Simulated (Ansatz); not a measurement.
Relaxation of C2H6S2 (10 atoms, charge 0, multiplicity 1), to a largest force component of 0.02 eV/Å in at most 50 steps.

All numbers below come from Ansatz, RKS BLYP-D4/cc-pVDZ.

```xyz
10
Properties=species:S:1:pos:R:3:forces:R:3
C -0.995 1.444 -0.300 -2.26 1.75 -0.38
S 0.752 1.373 -0.156 1.51 0.67 -0.58
S 0.936 -0.117 1.228 0.72 0.00 1.71
C 0.958 -1.596 0.211 -3.84 -0.31 0.91
H -1.457 0.539 -0.697 -0.17 -0.59 -0.09
H -1.498 1.764 0.646 0.20 -0.35 -0.12
H -1.262 2.277 -1.028 0.36 -0.52 0.28
H 1.039 -2.469 0.847 0.20 -0.59 0.71
H -0.081 -1.657 -0.246 0.85 -0.19 -0.07
H 1.691 -1.609 -0.501 2.43 0.12 -2.35
```

Task: Where does it end, and by what steps?

Result: The run converged. After 5 steps the energy has fallen by 0.417 eV; C1 moved furthest, 0.13 Å.

```json
{"step": "0", "energy less start (eV)": "0.0000", "largest force component (eV/Å)": "3.845", "accepted": "yes"}
{"step": "1", "energy less start (eV)": "-0.3392", "largest force component (eV/Å)": "1.346", "accepted": "yes"}
{"step": "2", "energy less start (eV)": "-0.4132", "largest force component (eV/Å)": "0.145", "accepted": "yes"}
{"step": "3", "energy less start (eV)": "-0.4163", "largest force component (eV/Å)": "0.046", "accepted": "yes"}
{"step": "4", "energy less start (eV)": "-0.4169", "largest force component (eV/Å)": "0.030", "accepted": "yes"}
{"step": "5", "energy less start (eV)": "-0.4171", "largest force component (eV/Å)": "0.005", "accepted": "yes"}
```

```xyz
10
Properties=species:S:1:pos:R:3
C -1.084 1.535 -0.321
S 0.763 1.403 -0.170
S 0.991 -0.131 1.265
C 0.938 -1.666 0.219
H -1.516 0.599 -0.721
H -1.534 1.783 0.658
H -1.269 2.360 -1.039
H 1.088 -2.513 0.919
H -0.045 -1.772 -0.278
H 1.752 -1.651 -0.529
```

Time of the run: 4.1 s on 2 threads of AMD EPYC 9R45 96-Core Processor (Zen 5), with other jobs on the host, peak memory 0.16 GiB.
